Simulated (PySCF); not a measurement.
## Computed properties of methyl formate (C₂H₄O₂), SMILES COC=O

methyl formate (C2H4O2), SMILES COC=O. The structure is a stationary point at ωB97X-D3(BJ)/def2-SVP. The values are those of a single conformer. All values are computed for the isolated molecule unless a solvent is named; none is compared with measurement here.

**Structure.** The optimised structure has Cs symmetry. All 18 harmonic modes at ωB97X-D3(BJ)/def2-SVP (PySCF) are real, so it is a minimum. With heavy atoms numbered as in [CH3:1][O:2][CH:3]=[O:4], the shortest bond between them is C3–O4 at 1.199 Å and the longest C1–O2 at 1.428 Å.

**Vibrations.** The strongest infrared lines (harmonic, unscaled, degenerate partners summed) lie at 1291 cm⁻¹ (332 km/mol, O 49 %, C 40 %, H 11 %), 1887 cm⁻¹ (308 km/mol, C 59 %, O 37 %), 3079 cm⁻¹ (43 km/mol, H 97 %). The softest mode is at 136 cm⁻¹ and the zero-point energy is 39.4 kcal/mol.

**Electronic structure.** B3LYP/def2-TZVPD (PySCF) places the frontier levels at -8.15 and -0.42 eV, a gap of 7.73 eV, and gives a dipole moment of 1.92 D and a mean polarisability of 34.7 bohr³. PBE/def2-TZVPD (PySCF) at the same geometry gives -6.72 and -1.26 eV, so its gap is 2.27 eV narrower. An orbital gap is neither the optical nor the fundamental gap.

**Excitations.** TDDFT-M06-2X/def2-SVPD (PySCF) has S1 at 5.64 eV (220 nm, f = 0.002, dark); the most intense of the 10 singlets computed lies at 8.20 eV (f = 0.10). T1 (TDA) is at 5.25 eV. TDDFT-PBE/def2-SVPD (PySCF) puts S1 at 5.70 eV. No vertical singlet excitation falls in the visible range (under 3.1 eV).

**NMR.** GIAO shifts at PBE0/pcSseg-1 (PySCF) (non-relativistic, atoms alike by connectivity averaged): ¹³C from 54.3 to 167.8 ppm against TMS; ¹H from 4.0 to 8.1 ppm against TMS.

**Solvation.** SMD-ωB97X/def2-SVP (PySCF) gives -2.4 kcal/mol in water, -3.2 kcal/mol in tetrahydrofuran, -3.0 kcal/mol in ethanol (1 M in both phases, gas-phase geometry); of these solvents tetrahydrofuran holds the molecule best.
